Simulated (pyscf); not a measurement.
Structures and frequencies: ωB97X-D3(BJ)/def2-SVPD in PySCF. MP2 and CC: frozen core, UHF for open shells. ΔMP2 is the change of the MP2 total energy from the triple- to the quadruple-zeta basis.

**Question.** Estimate the classical barrier height and the reaction energy of F–CH₂–Cl (SMILES FCCl) + Cl⁻ (SMILES [Cl-]) -> F⁻ (SMILES [F-]) + Cl–CH₂–Cl (SMILES ClCCl) at CCSD(T)/def2-TZVPPD + ΔMP2(QZVPPD). The step runs on the singlet surface, breaks C–F and forms C–Cl; take the separated reactants as zero.

**Answer.** ΔE‡ = 104.0 kJ/mol, ΔE = +152.9 kJ/mol. Zero-point energy shifts the barrier by -4.9 kJ/mol. It is a substitution at C, with an imaginary mode of 528i cm⁻¹. On the reactant side the descent ends in a bound adduct, 52.9 kJ/mol under the separated species and 159.0 kJ/mol under the saddle at ωB97X-D3(BJ)/def2-TZVPD. On the product side the descent ends in a bound adduct, 99.9 kJ/mol under the separated species and 58.9 kJ/mol under the saddle at ωB97X-D3(BJ)/def2-TZVPD. At CCSD(T) the saddle lies under the separated products, which points to a path from their complex (located at ωB97X-D3(BJ) alone), and parting the products costs more than the saddle. One saddle was located; it need not be the lowest between these sides. The angle at the attacked C is 164°. The CCSD(T) − MP2 part came from Ansatz, without density fitting, on the same reference.
